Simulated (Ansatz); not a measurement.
This Ansatz (an electronic-structure program) input (PBE/3-21G) gives -237.42347 Eh with 31 basis functions. A basis named .json is the Basis Set Exchange file of that set (core-valence sets with the plain set on hydrogen).

Ansatz 0.2 input:
```yaml
crystal:
  periodic: [false, false, false]
  atoms:
    - {symbol: C, position_ang: [0.00439699, 0.00529408, 0.50425813]}
    - {symbol: F, position_ang: [-0.01696785, 1.10243765, -0.30214647]}
    - {symbol: F, position_ang: [0.01189880, -1.10854091, -0.27918568]}
    - {symbol: H, position_ang: [-0.90251824, -0.00024261, 1.11129806]}
    - {symbol: H, position_ang: [0.92175780, 0.02340746, 1.09514257]}
basis:
  gaussian:
    orbitals: 3-21G.json
hamiltonian:
  xc: {name: PBE}
magnetization: {spin_polarized: false}
```

Change:
```diff
- orbitals: 3-21G.json
+ orbitals: def2-QZVPPD.json
```

### Question
What does the run give now?

### Answer
-238.86738 Eh (PBE/def2-QZVPPD, 261 functions), a change of -1443.91 mEh.
